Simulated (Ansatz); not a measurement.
Ansatz (a quantum-chemistry and plane-wave program) input:

Ansatz 0.2 input:
```yaml
crystal:
  periodic: [false, false, false]
  atoms:
    - {symbol: C, position_ang: [0.00583570, -0.00102656, 1.54469860]}
    - {symbol: C, position_ang: [0.00058810, -0.00221378, 0.22219684]}
    - {symbol: H, position_ang: [0.00463401, 0.91343023, 2.11363158]}
    - {symbol: H, position_ang: [0.01205130, -0.91452927, 2.11511755]}
    - {symbol: C, position_ang: [-0.00702166, 1.26095297, -0.58459450]}
    - {symbol: H, position_ang: [-0.01519375, 2.13756938, 0.05747108]}
    - {symbol: H, position_ang: [0.87395248, 1.30404491, -1.22468528]}
    - {symbol: H, position_ang: [-0.88485832, 1.29071951, -1.22962454]}
    - {symbol: C, position_ang: [0.00131044, -1.26690827, -0.58216262]}
    - {symbol: H, position_ang: [0.01712192, -2.14221700, 0.06153709]}
    - {symbol: H, position_ang: [-0.88620263, -1.31214230, -1.21306728]}
    - {symbol: H, position_ang: [0.87247703, -1.29697815, -1.23614235]}
basis:
  gaussian:
    orbitals: def2-TZVP
hamiltonian:
  xc: b3lyp
  dispersion: d3bj
relax: {f_tol: 0.002, max_steps: 150}
```

### Question
Which total energy does the run end on?

### Answer
-157.30433 Eh (B3LYP-D3(BJ)/def2-TZVP). The basis has 172 functions. The run takes about 40 core-seconds (a rough figure).
